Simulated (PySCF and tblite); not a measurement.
Values are calculated unless marked as measured or tabulated.
Stationary points of C$_{3}$H$_{2}$O$_{2}$ at GFN2-xTB, in Å:

Structure A

```
 1 C     1.680   -0.219   -0.347
 2 C     0.573   -0.025    0.076
 3 C    -0.751    0.219    0.615
 4 O    -0.954    0.524    1.752
 5 O    -1.747    0.072   -0.280
 6 H     2.651   -0.388   -0.712
 7 H    -1.430   -0.175   -1.158
```

Structure B

```
 1 C     1.887   -0.296   -0.220
 2 C     0.730   -0.074    0.004
 3 C    -0.644    0.215    0.332
 4 O    -1.008    0.701    1.369
 5 O    -1.471   -0.125   -0.663
 6 H     2.898   -0.494   -0.428
 7 H    -2.388    0.078   -0.420
```

Structure C

```
 1 C     1.777   -0.258   -0.288
 2 C     0.656   -0.060    0.095
 3 C    -0.696    0.172    0.545
 4 O    -0.978    0.731    1.562
 5 O    -1.633   -0.374   -0.294
 6 H     2.761   -0.430   -0.615
 7 H    -1.889    0.220   -1.005
```

Geometries: GFN2-xTB; energies: PBE0/pcSseg-2 + D3(BJ); zero-point and thermal terms from GFN2-xTB harmonic modes (soft modes blended into free rotors).

Which structure is a saddle point, and along which motion?

C: one imaginary mode (596i cm⁻¹ at GFN2-xTB, mostly on H7), along the rotation about the C3–O5 bond (torsion C2–C3–O5–H from 180° to 360°, rising).

Give their symmetry and energies above the lowest.

A Cs, 2.8 kcal/mol; B Cs, 0.0 kcal/mol; C C1, 11.5 kcal/mol.
